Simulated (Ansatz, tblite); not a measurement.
# (MgTe)2 ring (Mg₂Te₂): one state, many levels

Aim: run the singlet of (MgTe)2 ring (Mg₂Te₂) at one geometry on many levels, and compare frontier levels, spin and run time.

Computed with Ansatz 0.2.0, Gaussian basis. Level: as each input shows.

Levels to be run: GFN1-xTB, GFN2-xTB, PBE-D4/def2-TZVP, r2SCAN-D4/def2-TZVP, revPBE-D4/def2-TZVP, r2SCAN0-D4/def2-TZVP, LC-ωPBE/def2-TZVP, CAM-B3LYP-D4/def2-TZVP, BLYP-D4/def2-TZVP, ωB97X-V/def2-TZVP, PBE-QIDH/def2-TZVP, PBE-D4/def2-SVP, PBE0-D4/def2-SVP, PBE0-D4/def2-TZVPD, PBE-D4/def2-TZVPD, r2SCAN-D4/def2-TZVPD, CCSD(T)/def2-TZVPP, MP2/def2-TZVP, RPA/def2-TZVP.

2 further runs of the same task are left out: 2 set aside as unsound or not needed. Runs told in other sessions of the task aren't counted.

**1. The structure**

The singlet was relaxed beforehand with PBE-D4/def2-SVP.

4 atoms, charge 0, spin multiplicity 1.

Bond lengths: Mg1–Te2 2.684 Å, Mg1–Te4 2.684 Å, Te2–Mg3 2.684 Å, Mg3–Te4 2.684 Å. Angles: Te2–Mg1–Te4 116.9°, Mg1–Te2–Mg3 63.1°, Te2–Mg3–Te4 116.9°, Mg1–Te4–Mg3 63.1°.

Te takes a core potential in the def2 sets. No spin-orbit coupling is included.

PBE0-D4/def2-TZVP was run before; its log isn't repeated, and its numbers join the tables.

**2. GFN1-xTB**

Tight binding, by tblite at 300 K electronic temperature and without a spin-polarisation term:

```python
tblite.interface.Calculator('GFN1-xTB', numbers, positions, charge=0, uhf=0).singlepoint()
```

Energy -247.1747 eV, HOMO -9.11 eV, LUMO -7.36 eV; 0.003 s.

**3. GFN2-xTB**

Tight binding, by tblite at 300 K electronic temperature and without a spin-polarisation term:

```python
tblite.interface.Calculator('GFN2-xTB', numbers, positions, charge=0, uhf=0).singlepoint()
```

Energy -198.7909 eV, HOMO -7.02 eV, LUMO -4.92 eV; 0.008 s.

**4. PBE-D4/def2-TZVP**

start.molden holds the orbitals of an earlier run on this state, given as this run's starting guess.

in.yaml

```yaml
crystal:
  periodic: [false, false, false]
  atoms:
    - {symbol: Mg, position_ang: [0.827004, 0.827950, 0.777598]}
    - {symbol: Te, position_ang: [0.251528, 1.417841, -1.777139]}
    - {symbol: Mg, position_ang: [-0.827012, -0.827943, -0.777592]}
    - {symbol: Te, position_ang: [-0.251520, -1.417849, 1.777134]}
basis:
  gaussian: {orbitals: def2-TZVP, initial_orbitals: start.molden}
hamiltonian: {xc: pbe, dispersion: d4}
scf: {omitted_lower_state_checks: [starts]}
output: {orbitals: {seedname: orbitals}}
```

The run is started by

```
$ ansatz run in.yaml --threads 4 --pin off --events-out ev --progress --plain --max-ram 3916MiB
```

The runs that follow: r2SCAN-D4/def2-TZVP; revPBE-D4/def2-TZVP; r2SCAN0-D4/def2-TZVP; LC-ωPBE/def2-TZVP; CAM-B3LYP-D4/def2-TZVP; BLYP-D4/def2-TZVP; ωB97X-V/def2-TZVP; PBE-QIDH/def2-TZVP; PBE-D4/def2-SVP; PBE0-D4/def2-SVP; PBE0-D4/def2-TZVPD; PBE-D4/def2-TZVPD; r2SCAN-D4/def2-TZVPD; CCSD(T)/def2-TZVPP; MP2/def2-TZVP; RPA/def2-TZVP.

Q: Predict the results of all the runs planned. Wanted: gap in def2-TZVP, named functionals, smallest and largest; correlation energy, CCSD(T)/def2-TZVPP; correlation energy, MP2/def2-TZVP; binding an atom, CCSD(T)/def2-TZVPP; PBE0 total energy, smallest basis above largest.

As calculated:

| quantity | value |
| --- | --- |
| gap in def2-TZVP, named functionals, smallest and largest | 1.40 eV (BLYP-D4), 6.99 eV (LC-ωPBE) |
| correlation energy, CCSD(T)/def2-TZVPP | -35.06 eV |
| correlation energy, MP2/def2-TZVP | -35.33 eV |
| binding an atom, CCSD(T)/def2-TZVPP | 1.700 eV |
| PBE0 total energy, smallest basis above largest | 4.42 eV (def2-SVP, def2-TZVPD) |

In words: Over the named functionals in def2-TZVP the gap runs from 1.40 eV (BLYP-D4) to 6.99 eV (LC-ωPBE); exact exchange widens it. The functionals in def2-TZVP miss CCSD(T)/def2-TZVPP by 0.000 (CAM-B3LYP-D4) to +0.237 eV (r2SCAN-D4) an atom. The reference is CCSD(T) in one finite basis, so it carries an error of its own, often a tenth of an eV or more, and near misses can't be ranked.
